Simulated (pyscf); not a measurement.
A first-order saddle from PySCF, ωB97X-D3(BJ)/def2-SVP:

```xyz
9

P      0.0293     2.1767    -0.4165
Ga     0.4532     0.1381    -1.0247
H      0.7810     1.9675     0.7811
H      0.3200    -1.0707    -1.9824
Si    -0.9015    -0.0587     1.2507
H      0.5659    -0.5394     0.6006
H     -1.8324    -0.8424     0.3908
H     -0.4991    -0.8806     2.4390
H     -1.5953     1.1219     1.8255
```

Surface: singlet, charge 0. Lowest wavenumbers (cm⁻¹): 390i, 152, 206, 311, 421.

Question: What reaction is this the transition state of?

Answer: HP=GaH + silane (SiH₄) <-> H₃Si–PH–GaH₂, an addition across a multiple bond or ene-type step read from left to right: H–Si broken and P–Si, Ga–H formed. At CCSD(T)/def2-TZVPP + ΔMP2(QZVPP) it lies +0.51 eV from the left side and +1.95 eV from the right (each side as separated species at their lowest minima found). On the reactant side the descent ends in a complex, 0.22 eV under the separated species and 0.59 eV under the saddle at ωB97X-D3(BJ)/def2-TZVP. At the saddle there is also a short Ga–Si contact that neither side keeps. At ωB97X-D3(BJ)/def2-TZVP the barrier from the zero used here is 0.37 eV. HP=GaH lies 0.76 eV over its isomer H₂P–Ga [singlet] (electronic energy, ωB97M-D3(BJ)/def2-TZVP). One saddle was located; it need not be the lowest between these sides. The CCSD(T) − MP2 part came from Ansatz, without density fitting, on the same reference. The frozen core leaves the outer d or s,p core shells of the metals and heavy elements correlated in the MP2 and CC values, and def2-TZVPP describes them poorly, which can shift differences by a few kcal/mol. Elements up to Kr have no core potential and no relativistic terms here.
